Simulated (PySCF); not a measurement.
**Basis set benchmark on one molecule**

Molecule: `CN(C)P(C)C`, C$_{4}$H$_{12}$NP.

Structure with atom numbers: `[CH3:1][N:2]([CH3:3])[P:4]([CH3:5])[CH3:6]`. Each H is labelled by its parent atom.

Geometry PBE0-D3(BJ)/def2-SVP throughout; GIAO in PySCF 2.14, gas phase, one conformer, non-relativistic; equivalent atoms averaged; functional PBE0.

Reference values (measured; E. Pretsch, P. Bühlmann, M. Badertscher, Structure Determination of Organic Compounds, 4th ed., Springer 2009): δ(P4) = 39.0 ppm vs 85 % H3PO4. Computed shifts are taken against H3PO4, calculated as an isolated molecule at each level.

Question: How do the basis sets STO-3G, 6-31G, 6-31G*, def2-SVP, 6-311+G(2d,p), def2-TZVP perform against the reference? Times are CPU seconds on 1 thread of an Arm Neoverse V1, shared host.

Answer: 
```
    basis set  functions     P4  abs. error P  core-s
       STO-3G         46   47.0           8.0     4.5
        6-31G         82  -13.9          52.9     8.7
       6-31G*        112   34.3           4.7      12
     def2-SVP        148   32.4           6.6      15
6-311+G(2d,p)        242   39.1           0.1      32
    def2-TZVP        264   43.1           4.1      39
```

For 31P the closest is 6-311+G(2d,p) (0.1 ppm) and the furthest 6-31G (52.9 ppm). Where a smaller basis beats a larger one, errors probably cancel. One molecule is a small sample, and vibrational and solvent effects are absent from the calculation.

A small basis that lands close on one nucleus may do so by chance; judge by the trend and by all nuclei.
